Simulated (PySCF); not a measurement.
Isomers of C6H5F. The calculation used PBE0-D3(BJ)/def2-SVP geometry optimisation, gas phase (PySCF). One conformer each; no zero-point energy, no entropy. No frequencies were run at this level. Point groups hold within 0.08 Å.

Problem. Rank from lowest to highest electronic energy at this level (kcal/mol).
A. `C#C[C@@H]1C/C1=C/F`
B. `[CH:1]#[C:2][C:3](=[CH2:4])/[CH:5]=[CH:6]/[F:7]` with C2–C3–C5–C6 0°
C. `Fc1ccccc1`

Solution. C (0.0), B (80.3), A (97.2).

As drawn, the lowest has an aromatic ring, which the highest lacks; the highest has a three-membered ring, a C≡C bond and a C=C bond outside aromatic rings, which the lowest lacks.

| SMILES | E (Eh) | E rel (kcal/mol) | dipole (D) | point group | A, B, C (MHz) |
| --- | --- | --- | --- | --- | --- |
| Fc1ccccc1 | -330.88282 | 0.0 | 1.35 | C2v | 5684, 2571, 1770 |
| C#CC(=C)/C=C/F | -330.75487 | 80.3 | 0.97 | Cs | 4361, 1692, 1219 |
| C#C[C@@H]1C/C1=C/F | -330.72792 | 97.2 | 1.74 | C1 | 4364, 1818, 1378 |
